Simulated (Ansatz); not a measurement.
Chalcopyrite ZnSnAs₂ was calculated with rVV10 in Ansatz (plane waves, PAW).

Input:

Ansatz 0.2 input:
```yaml
crystal:
  lattice:
    - [-3.0030903329, 3.0030903329, 6.0386547791]
    - [3.0030903329, -3.0030903329, 6.0386547791]
    - [3.0030903329, 3.0030903329, -6.0386547791]
  atoms:
    - { symbol: Zn, position: [0.0, 0.0, 0.0] }
    - { symbol: Zn, position: [0.75, 0.25, 0.5] }
    - { symbol: Sn, position: [0.5, 0.5, 0.0] }
    - { symbol: Sn, position: [0.25, 0.75, 0.5] }
    - { symbol: As, position: [0.875, 0.9002216182, 0.5252216182] }
    - { symbol: As, position: [0.0997783818, 0.625, -0.0252216182] }
    - { symbol: As, position: [0.375, 0.3497783818, 0.4747783818] }
    - { symbol: As, position: [0.6502216182, 0.125, 1.0252216182] }
basis:
  ecutwfc: 520
  ecutrho_ratio: 4
  xc_grid: 2
kpoints:
  mp_grid: { grid: [8, 8, 8] }
hamiltonian:
  xc: { exchange: rpw86, correlation: pbe }
  dispersion: rvv10
  pseudopotentials: { kind: paw }
scf:
  occupations: { method: fermi_dirac, width: 0.01 }
output:
  forces: true
  stress: true
  eigenvalues: true
relax:
  f_tol: 0.004
  escape_saddle: false
  max_steps: 80
  cell: { stress_tol: 0.02, fix: [volume] }
```

Excerpt of the program's output:

```
Relaxation: its limit of steps is 80 (relax.max_steps)
Crystal: 8 atoms, lattice volume = 217.840 Å³
Basis set: ecut = 520 eV, 5807 PW (Γ), exchange–correlation on 120×120×120 points (8 copies of the dense FFT grid, shifted against one another)
Bands: 68, of which v1, the nominal top of the filled ones, is band 56 counted from 1 (55 counted from 0)
Symmetry: 8 space group operations
Space group: I-42d (ITA 122), of the structure as read, at distance tolerance 6.0e-5 Å
k-points: 59 of 512 (time reversal used)
Functional: x = rpw86, c = pbe(β = 0.06672455060314922) + rvv10(b = 6.3, C = 0.0093)
SCF iter   1: F=—  HF=-38371.888304 eV  |F-HF|=—  |Δ(HF+E_count)|=         —  Δρ=7.14e-3  dr2=5.53e-2
SCF iter   2: F=—  HF=-38371.852872 eV  |F-HF|=—  |Δ(HF+E_count)|=   3.54e-2  Δρ=3.06e-3  dr2=1.65e-2
  ...
SCF 1 converged in 7 iterations: F = -38371.844857 eV  dr2 = 2.46e-8
Crystal: 8 atoms, lattice volume = 217.840 Å³
Initial density: handed on by an earlier stage of this run
SCF 2 converged in 5 iterations: F = -38371.845070 eV  dr2 = 1.93e-8
Crystal: 8 atoms, lattice volume = 217.840 Å³
SCF 3 converged in 5 iterations: F = -38371.845093 eV  dr2 = 1.40e-9
Crystal: 8 atoms, lattice volume = 217.840 Å³
SCF iter   5: F=—  HF=-38371.845093 eV  |F-HF|=—  |Δ(HF+E_count)|=  3.64e-11  Δρ=1.62e-7  dr2=3.80e-11
SCF iter   6: F=-38371.845093 eV  HF=-38371.845093 eV  |F-HF|=7.28e-12  |Δ(HF+E_count)|=  2.18e-11  Δρ=5.57e-8  dr2=7.64e-12
SCF 4 converged in 6 iterations: F = -38371.845093 eV  dr2 = 7.64e-12
SCF converged after 6 iterations
Free energy (F): -38371.845093 eV
Internal energy: -38371.845016 eV  (E = F + TS)
E sigma→0 (E₀):  -38371.845055 eV
Fermi energy:    7.153773 eV
--- Stress (GPa, compression-positive) ---
       -0.981523      -0.000000       0.000000
       -0.000000      -0.981523      -0.000000
        0.000000      -0.000000      -0.981674
  P = ⅓ Tr σ = -0.9816 GPa (-9.816 kbar)
```

The cell is one volume of an energy–volume scan, off the minimum.

The PAW data were made under PBE.

Note: the volume lies 9 % above that of the published cell.

The result took around 3 core-minutes (rough).

Ansatz is a program for electronic structure.
